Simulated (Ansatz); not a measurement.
Worked example: a bond strength in P2H4 (SMILES PP)

P2H4 has 6 atoms, charge 0, and is taken as a singlet. As SMILES, `PP`. Geometry: optimised at r2SCAN/def2-SVP. This is one conformer, not always the lowest.

| atom | x (Å) | y (Å) | z (Å) |
| --- | --- | --- | --- |
| P | 0.3718 | -1.0614 | -0.0830 |
| P | -0.3719 | 1.0616 | 0.0795 |
| H | -0.5019 | -1.5322 | 0.9487 |
| H | -0.5762 | -1.4024 | -1.1000 |
| H | 0.5066 | 1.5347 | -0.9470 |
| H | 0.5716 | 1.3997 | 1.1017 |

Wanted: the dissociation energy of the P2–P1 bond into doublet PH2 and doublet PH2 (shapes relaxed at r2SCAN/def2-SVP, no zero-point term). 1 Eh = 2625.50 kJ/mol = 27.2114 eV. Totals in Eh; open shells run unrestricted unless said.

```tsv
level	program	P2H4	doublet PH2	doublet PH2 
PBE/def2-TZVPP	Ansatz	-684.796028	-342.348910	-342.348910
wB97M-V/def2-TZVPP	Ansatz	-685.061011	-342.480677	-342.480677
MP2/def2-TZVPP, 10 core orbitals frozen	Ansatz	-684.136303	-342.019592	-342.019592
```

**Question.** Work out the dissociation energy at each level.

**Answer.** 
1. PBE/def2-TZVPP: (-342.348910) + (-342.348910) − (-684.796028) = 0.098208 Eh = 257.8 kJ/mol = 2.67 eV.
2. wB97M-V/def2-TZVPP: (-342.480677) + (-342.480677) − (-685.061011) = 0.099657 Eh = 261.6 kJ/mol = 2.71 eV.
3. MP2/def2-TZVPP: (-342.019592) + (-342.019592) − (-684.136303) = 0.097119 Eh = 255.0 kJ/mol = 2.64 eV.

The levels span 255 to 262 kJ/mol; no measured value is set beside them. A bond enthalpy at 298 K also holds the loss of zero-point energy and thermal terms.
